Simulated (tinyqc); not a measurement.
Worked calculation: extended Hueckel theory, for LiH+. The parameters take no account of the charge, which enters only through the electron count. One step of it, computed by the program tinyqc.

Question. Mulliken analysis. P = C n C^T; charge = valence electrons (H 1, Li 1) minus the sum of (P S)_ii on the atom; overlap population = 2 sum P_ij S_ij between two atoms.

coefficients:
```
              MO1        MO2        MO3       MO4        MO5
1Li 2s   0.117893   0.849430   0.000000  0.000000   0.699441
1Li 2px  0.000000   0.000000  -0.090409  0.995905   0.000000
1Li 2py  0.000000   0.000000   0.995905  0.090409   0.000000
1Li 2pz  0.052458  -0.526668   0.000000  0.000000   1.050434
2H 1s    0.924404  -0.128993   0.000000  0.000000  -0.858504
```

occupations: 1.000000  0.000000  0.000000  0.000000  0.000000

overlap S:
```
           1Li 2s   1Li 2px   1Li 2py   1Li 2pz     2H 1s
1Li 2s   1.000000  0.000000  0.000000  0.000000  0.373751
1Li 2px  0.000000  1.000000  0.000000  0.000000  0.000000
1Li 2py  0.000000  0.000000  1.000000  0.000000  0.000000
1Li 2pz  0.000000  0.000000  0.000000  1.000000  0.488358
2H 1s    0.373751  0.000000  0.000000  0.488358  1.000000
```

Give: charges; Overlap populations.

Answer.

charges: 1Li 0.9189, 2H 0.0811

Overlap populations:
```
pair     value
2-1   0.128827
```
